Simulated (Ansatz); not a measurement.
# BH₃O (triplet): the correlation ladder at distance B1–H4 along a hydrogen transfer = 1.453 Å, cc-pVDZ

An exercise on one series of results from a longer session: the logs are not shown, and one member is left open.

Computed with Ansatz 0.2.0, Gaussian basis. Level: cc-pVDZ, core rule «outside noble gas», up to 2 orbitals frozen.

Plan: UHF; CCSD(T) on ROHF; CCSD(T) on UHF; BCCD(T) on ROHF; CISD; CCSDT(Q) on ROHF; CCSDT(Q) on UHF; CASSCF and MRCISD+Q, 4 electrons in 4 orbitals; CASSCF and NEVPT2, 4 electrons in 4 orbitals.

17 further runs of the same task are left out: 8 for a known fault of the program, 1 for a mislabelled method, 8 that didn't finish.

## The geometry

The geometry derives from fragments relaxed apart (PBE0/def2-TZVP) and kept rigid, so it is no stationary point. A hydrogen atom is moved between rigid fragments.

5 atoms, charge 0, spin multiplicity 3.

Atoms are counted from 1 here; the program's logs count them from 0.

Bond lengths: B1–H2 1.193 Å, B1–H3 1.193 Å. Angles: H2–B1–H3 120.0°.

Coordinates:

```xyz
5
charge 0, multiplicity 3
B    -1.5044    0.0000    0.0000
H    -2.1012    1.0336    0.0000
H    -2.1012   -1.0336    0.0000
H    -0.0514    0.0000    0.0000
O     1.2846    0.0000    0.0000
```

Set-up of the first run:

in.yaml reads:

```yaml
crystal:
  periodic: [false, false, false]
  atoms:
    - {symbol: B, position_ang: [-1.504444, 0.000000, 0.000000]}
    - {symbol: H, position_ang: [-2.101178, 1.033571, 0.000000]}
    - {symbol: H, position_ang: [-2.101178, -1.033571, 0.000000]}
    - {symbol: H, position_ang: [-0.051444, 0.000000, 0.000000]}
    - {symbol: O, position_ang: [1.284556, 0.000000, 0.000000]}
basis:
  gaussian: {orbitals: cc-pVDZ}
magnetization: {spin_polarized: true, initial_magnetization: 2}
hamiltonian: {xc: hf}
output: {orbitals: {seedname: orbitals}}
```

The run is started by

```console
ansatz run in.yaml --threads 1 --pin off --events-out ev --progress --plain --max-ram 2393MiB
```

Steps of the session up to this table: UHF; CCSD(T) on ROHF; CCSD(T) on UHF; BCCD(T) on ROHF; CISD; CCSDT(Q) on ROHF; CCSDT(Q) on UHF; CASSCF and MRCISD+Q, 4 electrons in 4 orbitals; CASSCF and NEVPT2, 4 electrons in 4 orbitals.

One table of the session follows, with a row left open; its other results are not shown here.

```
       method  from UCCSDT(Q) (meV)
         ROHF               +7453.8
          UHF               +7076.8
         RMP2               +1306.5
         UMP2               +1273.1
         CISD                +696.4
        RCCSD                +155.4
        UCCSD                +146.1
     RCCSD(T)                 +34.2
     UCCSD(T)                 +33.0
      BCCD(T)                     ?
       RCCSDT                 +10.4
       UCCSDT                  +8.9
    RCCSDT(Q)                  +1.1
    UCCSDT(Q)                     0
  CASSCF pair               +6668.6
  NEVPT2 pair               +1111.0
  MRCISD pair                +544.8
MRCISD+Q pair                 +62.7
```

Q: Estimate the row for BCCD(T) from the others.

**Answer.** from UCCSDT(Q) (meV): +34.7. In the column «from UCCSDT(Q) (meV)» it lies between RCCSD(T) (+34.2) and MRCISD+Q pair (+62.7).

Among the levels timed on like hardware and quicker than the yardstick, those that no quicker one beats, quickest first: NEVPT2 pair (3 s, +1111.0 meV); MRCISD+Q pair (3.7 s, +62.7 meV); BCCD(T) (5.5 s, +34.7 meV); UCCSD(T) (9.5 s, +33.0 meV).

Caveats from the session: Of the multireference levels listed MRCISD+Q pair comes nearest in total energy (+62.7 meV), which doesn't show that its space is the better one. Restricted and unrestricted rows rest on different reference determinants; where their highest levels disagree by more than a few hundredths of an eV, they describe different states and don't form one ladder.
